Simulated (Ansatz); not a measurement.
Antifluorite Mg₂Ge

The numbers are results of LC-ωPBE (Ansatz, a quantum-chemistry and plane-wave program, plane waves, PAW), not measurements.

Settings: plane-wave cutoff 460 eV, 8×8×8 k mesh, Fermi–Dirac smearing 0.01 eV, scalar-relativistic PAW data made under PBE.

Cell: measured lattice: a = b = c = 6.385 Å, α = β = γ = 90.00°.

```yaml
band_gap: 4.05 eV (on the SCF k mesh) (indirect)
smallest_direct_gap_on_the_k_points_sampled: 5.67 eV
```

Measured, for comparison: band gap 0.74 eV (temperature not stated, not corrected to a static lattice, indirect, Γ–X; as tabulated in Ryu et al. (2019), arXiv:1905.06140).

Note: cell and atoms aren't relaxed at this level (pressure -2.4 GPa).

Spin–orbit coupling is not included.

The computed numbers hold no vibrational or temperature effects.

The result took roughly 2.3 core-minutes.
